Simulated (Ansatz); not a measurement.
System: rock-salt ZrC. Method: PBEsol in Ansatz (plane waves, PAW).

Settings: plane-wave cutoff 520 eV, 20×20×20 k mesh, Fermi–Dirac smearing 0.05 eV, scalar-relativistic PAW data made under PBE.

Cell (relaxed at this level):

Space group Fm-3m (No. 225); a = 4.6691 Å, b = 4.6691 Å, c = 4.6691 Å, α = 90.00°, β = 90.00°, γ = 90.00°

```tsv
atom	site	symmetry	x	y	z
Zr	4a	m-3m	0.0000	0.0000	0.0000
C	4b	m-3m	0.5000	0.5000	0.5000
```
(The calculation used a cell of 2 atoms; values per cell refer to that cell.)

**Question.** Predict the bulk modulus B0 and pressure derivative B′ of the bulk modulus.

**Answer.** 
bulk modulus B0: 236 GPa
pressure derivative B′ of the bulk modulus: 4.0

The run finds no gap.

Measured, for comparison: bulk modulus 223 GPa (temperature not stated, not corrected to a static lattice, from single-crystal elastic constants, our sources range from 208 to 223; as tabulated in arXiv:1102.4063). Computed (rounded) less measured: bulk modulus +6 % (+6 % to +13 % over the range). A static lattice is as a rule a little smaller and stiffer than an uncorrected measurement, which narrows the difference in the bulk modulus and would widen misses of the other sign.

It cost around 60 core-seconds (rough) of CPU time.

Ansatz is a quantum-chemistry and plane-wave program.
